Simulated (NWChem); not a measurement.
## Correlation energy of O (-1)

SMILES: [O-]
```xyz
1

O      0.0000     0.0000     0.0000
```
Charge -1, spin multiplicity 2.

Everything below was run with NWChem.

Basis set: def2-TZVPD. Each correlation energy counts from its own Hartree-Fock reference.

The correlated methods keep 1 core orbital frozen. The stability of the SCF solutions was not checked. Open-shell Hartree-Fock references start from PBE0 orbitals. Coupled-cluster values serve here as a point of comparison, not as the truth.

Order these methods by the correlation energy they give, lowest first: UMP2, CCSD(T) on ROHF, CCSD on UHF, CCSD(T) on UHF, CCSD[T] on ROHF.

CCSD[T] on ROHF (-237.0 mHa), CCSD(T) on ROHF (-235.8 mHa), CCSD(T) on UHF (-230.3 mHa), CCSD on UHF (-221.9 mHa), UMP2 (-213.6 mHa)
